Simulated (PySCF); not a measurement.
Species: 2,2-dichloropropane, C3H6Cl2.
SMILES: `CC(C)(Cl)Cl`

Theory: PBE0/def2-SVPD in PySCF (dipole) on a GFN2-xTB geometry, gas phase.

Masses are those of the commonest isotopes; rigid-rotor values at the optimised geometry. 

(1) Give the principal moments of inertia and the rotational constants in MHz.

(2) Classify the top.

(3) Is it planar, by Δ = Ic − Ia − Ib?

(4) Which lines would a microwave search look for?

(5) Estimate the classical rotational partition function at 10 K, 200 K and 298.15 K.

Answers

(1) Ia = 138.15, Ib = 203.79, Ic = 232.80 u·Å²; 505379 MHz·u·Å²/I gives A = 3658, B = 2480, C = 2171 MHz.

(2) An asymmetric top: κ = (2 × 2480 − 3658 − 2171)/(3658 − 2171) = -0.58.

(3) Not planar: Δ = Ic − Ia − Ib = -109.14 u·Å². For a rigid frame Δ = −2 Σ m c², so Σ m c² = 54.57 u·Å² lies off the ab plane: 16.01 from hydrogen and 38.56 from heavier atoms. The atom farthest from that plane is 2.15 Å away.

(4) The dipole components are |μa| = 0.00 D, |μb| = 2.40 D, |μc| = 0.00 D; the symmetry axis of this C2v structure is b, so μa and μc vanish by symmetry and there are no a-type or c-type lines. Some lines, for components of 0.1 D or more:

```csv
type,branch,"J(Ka,Kc)",MHz,lower level (cm⁻¹)
b,Q,"4(2,3) ← 4(1,4)",5624,1.540
b,Q,"5(3,2) ← 5(2,3)",5741,2.549
b,R,"1(1,1) ← 0(0,0)",5829,0.000
b,Q,"5(3,3) ← 5(2,4)",7075,2.500
b,Q,"5(4,2) ← 5(3,3)",9236,2.736
b,Q,"5(5,0) ← 5(4,1)",11881,3.044
b,R,"3(0,3) ← 2(1,2)",12827,0.494
b,R,"2(2,0) ← 1(1,1)",13508,0.194
b,R,"4(1,4) ← 3(0,3)",18525,0.922
b,R,"5(1,4) ← 4(2,3)",21158,1.728
b,R,"5(1,5) ← 4(0,4)",22681,1.528
b,R,"4(3,2) ← 3(2,1)",25133,1.117
b,R,"5(3,2) ← 4(2,3)",30366,1.728
```

(5) Point group C2v, symmetry number σ = 2; q = (√π/σ)·√((kT/h)³/(ABC)), k/h = 20836.6 MHz/K: 601 at 10 K, 53700 at 200 K, 97800 at 298.15 K.

Whether it is a minimum is left open (no frequencies). No vibrational averaging or centrifugal distortion is included, and the geometry carries the error of its method. A rigid rotor knows nothing of internal rotation, which can split or shift real lines. Quadrupole hyperfine structure (35Cl) is left out.
